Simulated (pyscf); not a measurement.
Thermochemistry of product channels of H₃C–SiH₂–Cl + H• on the doublet surface, in kJ/mol, from ωB97M-D3(BJ)/def2-TZVP energies (ideal gas, 1 atm, RRHO with modes under 100 cm⁻¹ raised to 100, one conformer, R ln 2 for rigid chiral ones). Optimised with ωB97X-D3(BJ)/def2-SVP in PySCF.

```tsv
products	ΔE	ΔH(298 K)	ΔG(298 K)	ΔG(1200 K)
H₃C–SiH•–Cl + H₂	-44.0	-40.6	-46.7	-64.1
CH₄ + •H₂Si–Cl	-66.4	-51.6	-62.4	-80.0
```

These are energies of the channels, which say nothing of barriers.
